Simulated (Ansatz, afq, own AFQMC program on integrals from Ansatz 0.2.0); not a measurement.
Integrals from Ansatz 0.2.0, then the random walk in our own AFQMC program (afq).

```yaml
crystal:
  periodic: [false, false, false]
  atoms:
    - {symbol: Al, position_ang: [0.000000, 0.000000, 0.704959]}
    - {symbol: C, position_ang: [0.000000, 0.000000, -1.265754]}
    - {symbol: H, position_ang: [0.000000, -0.896128, -1.894102]}
    - {symbol: H, position_ang: [0.000000, 0.896128, -1.894102]}
basis:
  gaussian: {orbitals: cc-pVDZ}
magnetization: {spin_polarized: false, initial_magnetization: 1}
correlation: {method: ccsd_t, electrons: outside_noble_gas, hamiltonian_folder: ham}
```

```sh
$ ansatz run in.yaml --threads 1 --pin off --events-out ev --progress --plain --max-ram 1843MiB
```

afq runs on the folder ham with

```
--method phaseless --trial hf --walkers 120 --populations 1 --least-time 40 --time-step 0.005 --steps-per-block 20 --equilibration-blocks 112 --max-blocks 600 --target-error 0.00108 --factor-cut 1e-05 --start spin_pure --seed 8594 --taylor-order 6
```

Times are imaginary, in 1/Eh. The walk had a cap of 1011 s.

Log:

```
orbitals 36  electrons 5 4  factors 274 of 401
reference energy -280.87865824 Eh
CCSD correlation -0.19854851 Eh in 11 cycles, weight of the determinant in the CISD state 0.8769
energy of the start -280.878659 Eh
 block  time / (1/Eh)  mean weight  energy / Eh
     1     0.100  0.9990  -280.919717
     2     0.200  1.0002  -280.952317
     3     0.300  1.0003  -280.972494
     4     0.400  0.9995  -280.988971
     5     0.500  1.0008  -281.006309
     7     0.700  0.9994  -281.033181
     9     0.900  1.0017  -281.049329
    18     1.800  0.9986  -281.062453
    52     5.200  1.0007  -281.076082
    86     8.600  1.0008  -281.142998
   120    12.000  0.9997  -281.096390
   137    13.700  0.9979  -281.056001
   154    15.400  0.9996  -281.082807
   188    18.800  1.0001  -281.099304
   222    22.200  1.0004  -281.084684
   256    25.600  0.9989  -281.093561
   290    29.000  1.0020  -281.081563
   324    32.400  0.9999  -281.084062
   358    35.800  0.9997  -281.061063
   392    39.200  1.0001  -281.094456
   426    42.600  1.0008  -281.078612
   460    46.000  1.0002  -281.061925
   494    49.400  1.0004  -281.087349
   528    52.800  1.0015  -281.082386
   562    56.200  0.9992  -281.074514
   596    59.600  0.9995  -281.069509
   630    63.000  1.0013  -281.080530
   664    66.400  1.0003  -281.080034
   698    69.800  0.9972  -281.058999
blocks merged  error / Eh  count
     1  0.000647  600
     2  0.000861  300
     4  0.001130  150
     8  0.001426  75
    16  0.001722  37
    32  0.001957  18
    64  0.002031  9
energy -281.081084 +/- 0.001957 Eh
(rows thinned)
```

The run passed its tests (sampling time, drift between the halves within three errors, error under three times the target), which doesn't prove that it has relaxed.

Against this walk (error 53.3 meV) on the same determinant: CCSD(T) 28.8 meV lower (within the noise), CCSDT(Q) 60.1 meV lower (within the noise), a separate phaseless walk with a CISD trial and standard settings 60.8 ± 55.2 meV lower (within the noise). The error is statistical and leaves out the bias of the constraint. None of these is a sure reference here.

Cautions: constraint bias not in the error; error above the target (53.3 against 29.4 meV).

The walk took 2.6 min on 1 thread of AMD EPYC 7R13 Processor (Zen 3) (shared host). The log's last line is the phaseless energy.

CCSDT and higher add their correlation energy to the determinant of the CCSD(T) run, since their own runs factorise the integrals more tightly (a shift of under 2 meV). A walk keeps the symmetry of its determinant, which the program's search chose and which needn't be the lowest solution, so a lower state of the same spin and another symmetry isn't excluded.
